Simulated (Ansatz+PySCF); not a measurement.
The numbers below are computed, except where a source is named.
## propene → cyclopropane

propene (charge 0, multiplicity 1):
```xyz
9

C     0.0000   -0.4541   -0.1192
C     0.0000   -0.4673    1.2146
C     0.0000    0.7691   -0.9750
H     0.0000   -1.4146   -0.6513
H     0.0000   -1.4047    1.7771
H     0.0000    0.4612    1.7958
H     0.0000    1.6890   -0.3718
H     0.8829    0.7916   -1.6359
H    -0.8829    0.7916   -1.6359
```

cyclopropane (charge 0, multiplicity 1):
```xyz
9

C     0.8657    0.0000    0.0000
C    -0.4329    0.7497    0.0000
C    -0.4329   -0.7497    0.0000
H     1.4622    0.0000    0.9165
H     1.4622    0.0000   -0.9165
H    -0.7311    1.2663   -0.9165
H    -0.7311    1.2663    0.9165
H    -0.7311   -1.2663    0.9165
H    -0.7311   -1.2663   -0.9165
```

Shapes relaxed with PBE0/def2-SVP. Single points in def2-SVP with Ansatz (development build ahead of 0.2.0), no zero-point energy. Correlated methods freeze no orbital on H to Be, one on B to Mg, five on Al to Zn, nine on Ga to Sr.

```tsv
method	reaction energy
CCSD (restricted)	0.275 eV
CCSD(T) (restricted)	0.296 eV
MP2 (restricted)	0.174 eV
PBE (restricted)	0.184 eV
PBE0 (restricted)	0.107 eV
r2SCAN (restricted)	0.189 eV
wB97X (restricted)	0.092 eV
```

What does HF (restricted) give?

0.340 eV.
